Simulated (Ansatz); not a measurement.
Basis-set extrapolation for C$_{3}$H$_{10}$Si (`CCC[SiH3]`) (PBE0-D4/def2-TZVP geometry, frozen core, Ansatz). Multiplicity 1, RHF reference.

|  | def2-TZVPP | def2-QZVPP |
| --- | --- | --- |
| HF | -408.414555 | -408.429469 |
| MP2 correlation | -0.666154 | -0.708403 |
| CCSD(T) correlation | -0.752148 | not run |

Energies in hartree. Use E(X) = E(∞) + A·exp(−7.88·√X) for Hartree–Fock and E(X) = E(∞) + B·X^(−2.97) for correlation, with X = 3 and 4, and add CCSD(T) minus MP2 of the smaller set to the MP2 limit.

Problem. What is the CCSD(T) energy at the basis-set limit?

Solution. HF limit: -408.429469 + (-0.014914) × 0.13774 = -408.43152. MP2 limit: -0.708403 + (-0.042249) × 0.74074 = -0.73970. Higher-order term: -0.752148 − (-0.666154) = -0.08599. Total: -409.25721 hartree, 237.6 kJ/mol below CCSD(T)/def2-TZVPP.
